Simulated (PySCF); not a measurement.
# Functional dependence of a UV spectrum

Species: C₃H₅FOS.
SMILES: `O=[S@@]1CC[C@H]1F`

Linear-response calculations in the def2-SVPD basis (PySCF; singlets by full response, triplets Tamm–Dancoff, core orbitals frozen in the response; HF means time-dependent Hartree–Fock). 'Strongest' is the level of largest summed f among the singlets computed (10 roots, of which the last may lack a degenerate partner); it can jump between rows when another state enters that window. S1 is the lowest singlet of each run and needn't be the same state throughout; f(S1) is that of one state. One conformer (not necessarily the lowest) at the PBE0-D3(BJ)/def2-SVP geometry, without solvent, vibrations or thermal averaging.

```json
{"functional": "LDA", "kind": "LDA", "S1 (eV)": "4.88", "f(S1)": "0.016", "strongest (eV)": "6.42", "T1 (eV)": "4.32", "HOMO (eV)": "-5.89", "gap (eV)": "4.55", "ionisation energy, ΔSCF (eV)": "9.23"}
{"functional": "PBE", "kind": "GGA", "S1 (eV)": "4.87", "f(S1)": "0.016", "strongest (eV)": "6.34", "T1 (eV)": "4.25", "HOMO (eV)": "-5.72", "gap (eV)": "4.57", "ionisation energy, ΔSCF (eV)": "9.01"}
{"functional": "B3LYP", "kind": "global hybrid, 20% exact exchange", "S1 (eV)": "5.19", "f(S1)": "0.021", "strongest (eV)": "6.88", "T1 (eV)": "4.49", "HOMO (eV)": "-6.86", "gap (eV)": "6.33", "ionisation energy, ΔSCF (eV)": "9.20"}
{"functional": "PBE0", "kind": "global hybrid, 25% exact exchange", "S1 (eV)": "5.32", "f(S1)": "0.022", "strongest (eV)": "7.11", "T1 (eV)": "4.53", "HOMO (eV)": "-7.07", "gap (eV)": "6.81", "ionisation energy, ΔSCF (eV)": "9.16"}
{"functional": "BHandHLYP", "kind": "global hybrid, 50% exact exchange", "S1 (eV)": "5.68", "f(S1)": "0.030", "strongest (eV)": "7.68", "T1 (eV)": "4.80", "HOMO (eV)": "-8.36", "gap (eV)": "8.89", "ionisation energy, ΔSCF (eV)": "9.12"}
{"functional": "CAM-B3LYP", "kind": "range-separated hybrid", "S1 (eV)": "5.41", "f(S1)": "0.025", "strongest (eV)": "7.37", "T1 (eV)": "4.62", "HOMO (eV)": "-8.44", "gap (eV)": "9.09", "ionisation energy, ΔSCF (eV)": "9.28"}
{"functional": "wB97X-D", "kind": "range-separated hybrid", "S1 (eV)": "5.45", "f(S1)": "0.024", "strongest (eV)": "7.56", "T1 (eV)": "4.70", "HOMO (eV)": "-8.92", "gap (eV)": "10.39", "ionisation energy, ΔSCF (eV)": "9.24"}
{"functional": "LC-wPBE", "kind": "range-separated hybrid", "S1 (eV)": "5.61", "f(S1)": "0.027", "strongest (eV)": "8.01", "T1 (eV)": "4.69", "HOMO (eV)": "-9.70", "gap (eV)": "11.47", "ionisation energy, ΔSCF (eV)": "9.38"}
{"functional": "HF", "kind": "Hartree–Fock", "S1 (eV)": "6.41", "f(S1)": "0.050", "strongest (eV)": "8.07", "T1 (eV)": "5.16", "HOMO (eV)": "-10.32", "gap (eV)": "12.50", "ionisation energy, ΔSCF (eV)": "not settled"}
```

S1 runs from 4.87 eV (PBE) to 6.41 eV (HF), a spread of 1.54 eV, while the orbital gap spreads over 8.0 eV. Along PBE (0%), B3LYP (20%), PBE0 (25%), BHandHLYP (50%), HF (100%) S1 rises with the share of exact exchange. −ε(HOMO) comes closest to its own ΔSCF ionisation energy with wB97X-D (-0.32 eV) and misses most with LDA (-3.34 eV). 'Not settled' means that the ion's SCF failed to converge or may have ended in another state than the lowest.
